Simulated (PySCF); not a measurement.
Run record: EPR job, `C=C1[CH]CC[CH]1` [triplet].

Computed with UKS B3LYP, pcH-1 on C H, non-relativistic, mean-field spin-orbit, GIAO (PySCF 2.14.0). Geometry: GFN2-xTB. The input is one job of a driver script: a line of settings, then coordinates in Å.

Input:
```
{"job": {"kind": "epr", "basis": "pcH-1"}, "charge": 0, "multiplicity": 3}
C      2.134654     0.864494     0.217944
C      0.853069     0.345253     0.084401
C     -0.291923     1.070988    -0.293862
C     -1.492981     0.196547    -0.332993
C     -0.971329    -1.194736     0.073631
C      0.482746    -0.994356     0.305797
H      2.956675     0.238894     0.511228
H      2.331865     1.903563     0.032210
H     -0.315172     2.118409    -0.527493
H     -1.945447     0.186442    -1.330760
H     -2.269445     0.556899     0.350792
H     -1.150847    -1.941696    -0.707355
H     -1.470012    -1.568927     0.974524
H      1.147470    -1.782247     0.604835
```

Give the output.

```
UKS, coarse grid
  cycle   1  E = -233.32604987  |g| = 2.82e-01
  cycle   2  E = -233.31918050  |g| = 3.19e-01
  cycle   3  E = -233.37366639  |g| = 3.94e-02
  cycle   4  E = -233.37426971  |g| = 2.82e-02
  cycle   5  E = -233.37470355  |g| = 6.98e-03
  cycle   6  E = -233.37474505  |g| = 3.33e-03
  cycle   7  E = -233.37475202  |g| = 1.61e-03
  cycle   8  E = -233.37475307  |g| = 2.33e-04
UKS, final grid
  cycle   1  E = -233.37475996  |g| = 2.82e-04
  cycle   2  E = -233.37475993  |g| = 3.78e-04
  cycle   3  E = -233.37476000  |g| = 1.65e-05
  cycle   4  E = -233.37476000  |g| = 1.14e-05
E = -233.37476000 Eh   <S^2> = 2.0297 (exact 2.0000)
g shifts (ppm)      1          2          3
  rmc          -139       -139       -139
  gc             -1         31         23
  oz_so           1        562        735
  total        -138        454        619
hyperfine (MHz)  atom isotope    a_iso     a_fc   dipolar eigenvalues
    0   13C      33.27      33.27    -31.14    -31.12     62.26
    1   13C     -37.83     -37.83    -15.08      6.68      8.40
    2   13C      34.49      34.49    -31.97    -31.55     63.51
    3   13C     -13.32     -13.32     -0.57      0.18      0.39
    4   13C     -13.32     -13.32     -0.57      0.18      0.39
    5   13C      34.48      34.48    -31.96    -31.54     63.51
    6    1H     -25.55     -25.55    -13.93     -1.39     15.32
    7    1H     -25.55     -25.55    -13.93     -1.39     15.32
    8    1H     -25.85     -25.85    -14.61     -1.29     15.90
    9    1H      47.50      47.50     -2.68     -1.50      4.18
   10    1H      47.30      47.30     -2.69     -1.50      4.18
   11    1H      47.24      47.24     -2.69     -1.50      4.18
   12    1H      47.58      47.58     -2.69     -1.50      4.18
   13    1H     -25.84     -25.84    -14.61     -1.29     15.90
zero-field splitting (cm-1)  D = 0.0515  E = 0.0025  (spin-spin 0.0518, spin-orbit -0.0002)
```

rmc, gc and oz_so are the mass-correction, gauge-correction and orbital-Zeeman/spin–orbit parts of the g shift along its three principal axes; a_iso is the isotropic hyperfine coupling and a_fc its Fermi-contact part. Atoms in this output count from 0.

Get g_iso from the total shifts.

Their mean is 312 ppm; added to g_e = 2.002319 it gives 2.00263.

In short: ⟨S²⟩ 2.030; g_iso 2.0026; D 0.05 cm⁻¹.

Geometry: GFN2-xTB; no solvent, vibrations or thermal averaging.

Time: 70 s. Hardware: Arm Neoverse N1, one thread (shared host).
Labels such as C1 count atoms from 1, the log's own numbers from 0.
